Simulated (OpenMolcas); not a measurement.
How methods differ on BHCl2 (SMILES ClBCl)

The species is BHCl2 (4 atoms), meant as a singlet with charge 0. SMILES: `ClBCl`. Geometry: relaxed at GFN2-xTB.

```xyz
4

Cl   -1.4971   -0.6691   -0.0161
B     0.0102    0.1176   -0.0552
Cl    1.3688   -0.5986    0.6748
H     0.1182    1.1501   -0.6036
```

Quantity: the energy change with the Cl1–B2 bond stretched from 1.701 to 2.976 Å, in eV. The values are calculated.

```json
{"level": "HF/STO-3G (restricted)", "kind": "Hartree–Fock", "program": "OpenMolcas", "value (eV)": "5.87", "less FCI/STO-3G": "+1.57", "CPU time (all runs)": "3.6 s"}
{"level": "SVWN5/STO-3G (restricted)", "kind": "LDA", "program": "OpenMolcas", "value (eV)": "4.87", "less FCI/STO-3G": "+0.57", "CPU time (all runs)": "7.6 s"}
{"level": "PBE/STO-3G (restricted)", "kind": "GGA", "program": "OpenMolcas", "value (eV)": "4.46", "less FCI/STO-3G": "+0.16", "CPU time (all runs)": "8.4 s"}
{"level": "r2SCAN/STO-3G (restricted)", "kind": "meta-GGA", "program": "OpenMolcas", "value (eV)": "4.68", "less FCI/STO-3G": "+0.38", "CPU time (all runs)": "13 s"}
{"level": "PBE0/STO-3G (restricted)", "kind": "global hybrid", "program": "OpenMolcas", "value (eV)": "4.99", "less FCI/STO-3G": "+0.69", "CPU time (all runs)": "8.5 s"}
{"level": "MP2/STO-3G (restricted)", "kind": "perturbation theory", "program": "OpenMolcas", "value (eV)": "5.04", "less FCI/STO-3G": "+0.74", "CPU time (all runs)": "3.4 s"}
{"level": "CISD/STO-3G (restricted)", "kind": "coupled cluster or CI", "program": "OpenMolcas", "value (eV)": "4.56", "less FCI/STO-3G": "+0.26", "CPU time (all runs)": "3.7 s"}
{"level": "FCI/STO-3G", "kind": "exact in the basis", "program": "OpenMolcas", "value (eV)": "4.30", "less FCI/STO-3G": "0.00", "CPU time (all runs)": "3.2 min"}
```

FCI/STO-3G is exact within its basis and frozen core, so for wave-function methods in that basis the difference is their error; functionals converge differently with the basis, so for them it is only a difference. Spin-restricted single references rise too steeply as a bond breaks, Hartree–Fock most of all. The first shape isn't each level's own minimum. The values span 4.30 to 5.87 eV. All rows use very small basis sets, so even the best lies far from the true value. Times are those of the runs behind each value, whatever else they computed, on shared processors of several kinds: orders of magnitude only.
